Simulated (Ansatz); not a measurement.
Geometry optimisation, Ansatz, RKS PBE0/def2-SVP.

The input (input.yaml):

```yaml
crystal:
  periodic: [false, false, false]
  atoms:
    - { symbol: Mg, position_ang: [-0.685, -0.541, -1.733] }
    - { symbol: Si, position_ang: [1.1308, -0.2303, 0.561] }
    - { symbol: Cl, position_ang: [-2.6278, 0.3671, -2.253] }
    - { symbol: H, position_ang: [-0.6538, 0.3168, 0.3224] }
    - { symbol: H, position_ang: [-1.5538, 0.5638, 0.0564] }
    - { symbol: H, position_ang: [0.571, -0.9107, 1.7499] }
    - { symbol: H, position_ang: [1.3222, 1.2053, 0.8637] }
    - { symbol: H, position_ang: [2.4964, -0.7709, 0.4326] }
basis:
  gaussian: { orbitals: def2-SVP }
hamiltonian:
  xc: pbe0
relax:
  f_tol: 0.15
  max_steps: 25
  restrain:
    - { distance: [0, 4], at: 1.72, k: 30.0 }
    - { distance: [3, 1], at: 1.42, k: 30.0 }
    - { distance: [0, 1], at: 3.82, k: 30.0 }
    - { distance: [3, 4], at: 1.92, k: 30.0 }
```

Run as:

```bash
$ ansatz run input.yaml --threads 2 --pin off --max-ram 3072MiB --backend cpu --events-out ev --progress --plain --runs-dir out
```

Where does it end, and by what steps?

It converged. The restraints hold the end off the free minimum. After 19 steps the energy has fallen by 1.522 eV (the restraints' own energy left out); Mg1 moved furthest, 1.56 Å. Parted: Mg1–Si2. Joined: Mg1–H5, Si2–H4.

```csv
step,energy less start (eV),largest force component (eV/Å),accepted
0,0.0000,4.055,yes
1,1.7113,3.954,yes
2,3.2703,3.676,yes
3,2.6530,2.801,yes
4,1.4916,2.041,yes
5,0.4674,1.361,yes
6,-0.2226,1.019,yes
7,-0.7072,1.135,yes
8,-1.0023,0.906,yes
9,-1.2391,0.991,yes
10,-1.3635,1.028,yes
11,-1.4247,0.991,yes
12,-1.4427,0.936,yes
13,-1.4568,0.908,yes
14,-1.4879,0.895,yes
15,-1.4997,0.954,yes
16,-1.5081,1.063,yes
17,-1.5359,1.011,no
18,-1.5134,1.063,yes
19,-1.5216,1.062,yes
```

```xyz
8
Properties=species:S:1:pos:R:3
Mg -2.009 0.132 -1.259
Si 1.172 -0.085 0.850
Cl -1.702 0.231 -3.447
H -0.262 -0.032 0.590
H -2.195 0.053 0.440
H 1.411 -0.834 2.121
H 1.700 1.307 0.982
H 1.884 -0.772 -0.276
```

Time of the run: 17 s on 2 threads of Intel(R) Xeon(R) 6975P-C (Granite Rapids), on a shared host, peak memory 0.19 GiB.
